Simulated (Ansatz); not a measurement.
# C₃H₃Cl: ionisation energy by level of theory

Aim: the vertical ionisation energy of C₃H₃Cl, as cation minus neutral at the neutral's geometry, on several levels, and how well −ε(HOMO) stands in for it.

Program: Ansatz 0.2.0, Gaussian basis. Level of theory: unrestricted cation, the program's frozen cores in correlated methods. These are calculated values, not measurements.

Levels to be run: UKS PBE-D4/def2-TZVPP; UKS r2SCAN-D4/def2-TZVPP; UKS PBE0-D4/def2-TZVPP; UKS B3LYP-D4/def2-TZVPP; UKS wB97X-V/def2-TZVPP; UKS wB97M-V/def2-TZVPP; UKS B2PLYP/def2-TZVPP; UHF-CCSD(T)/def2-TZVPP; UHF-MP2/def2-QZVPP; extrapolation to the limit; then −ε(HOMO) from the neutral's earlier runs with LDA (SPW92), PBE-D4, revPBE-D4, BLYP-D4, r2SCAN-D4, B97M-V, PBE0-D4, B3LYP-D4, r2SCANh-D4, r2SCAN0-D4, HSE06-D4, BHLYP-D4, CAM-B3LYP-D4, LC-ωPBE, ωB97X-V, ωB97M-V.

### Step 1. The geometry

An earlier PBE0-D4 in a triple-zeta def2 set relaxation fixed the geometry.

SMILES `ClC1C=C1`, 7 atoms, charge 0, spin multiplicity 1.

Atoms are counted from 1 here; the program's logs count them from 0.

Bond lengths: Cl1–C2 1.799 Å, C2–C3 1.464 Å, C2–C4 1.464 Å, C2–H5 1.085 Å, C3–C4 1.296 Å, C3–H6 1.077 Å, C4–H7 1.077 Å. Angles: Cl1–C2–C3 119.8°, Cl1–C2–C4 119.8°, Cl1–C2–H5 107.8°, C3–C2–C4 52.5°, C3–C2–H5 124.0°, C4–C2–H5 124.0°, C2–C3–C4 63.7°, C2–C3–H6 145.7°, C4–C3–H6 150.4°, C2–C4–C3 63.7°, C2–C4–H7 145.7°, C3–C4–H7 150.5°.

### Step 2. Cation, UKS PBE-D4/def2-TZVPP

The input, in.yaml:

```yaml
crystal:
  periodic: [false, false, false]
  atoms:
    - {symbol: Cl, position_ang: [-2.034794, -0.503249, -0.535906]}
    - {symbol: C, position_ang: [-0.337578, 0.093716, -0.571569]}
    - {symbol: C, position_ang: [0.297324, 0.556522, 0.663966]}
    - {symbol: C, position_ang: [0.691462, -0.592108, 0.212459]}
    - {symbol: H, position_ang: [-0.161984, 0.537085, -1.546247]}
    - {symbol: H, position_ang: [0.321540, 1.324618, 1.418111]}
    - {symbol: H, position_ang: [1.285231, -1.484584, 0.313485]}
basis:
  gaussian: {orbitals: def2-TZVPP}
total_charge: 1
magnetization: {spin_polarized: true, initial_magnetization: 1}
hamiltonian: {xc: pbe, dispersion: d4}
```

Launch:

```sh
$ ansatz run in.yaml --threads 2 --pin off --events-out ev --progress --plain --max-ram 4352MiB
```

Further steps of the session: Cation, UKS r2SCAN-D4/def2-TZVPP; Cation, UKS PBE0-D4/def2-TZVPP; Cation, UKS B3LYP-D4/def2-TZVPP; Cation, UKS wB97X-V/def2-TZVPP; Cation, UKS wB97M-V/def2-TZVPP; Cation, UKS B2PLYP (frozen core)/def2-TZVPP; Cation, UHF-CCSD(T)/def2-TZVPP; Cation, UHF-MP2/def2-QZVPP.

Before running them: what should the planned runs give, taken together? Wanted: ionisation energy, CCSD(T)/CBS; nearest functional by difference; nearest −ε(HOMO); −ε(HOMO) of PBE; T1 of the cation.

**Answer**, as computed:

| quantity | value |
| --- | --- |
| ionisation energy, CCSD(T)/CBS | 10.75 eV |
| nearest functional by difference | B2PLYP (-0.26 eV) |
| nearest −ε(HOMO) | LC-ωPBE (-0.14 eV) |
| −ε(HOMO) of PBE | 6.49 eV |
| T1 of the cation | 0.022 |

**Reading.** By cation minus neutral, the functionals miss by 0.78 eV at most. −ε(HOMO) of PBE misses by 4.3 eV, since self-interaction lifts the level. Among orbital estimates LC-ωPBE comes nearest. Hartree-Fock falls 1.49 eV short, as the neutral has more correlation energy than the cation.
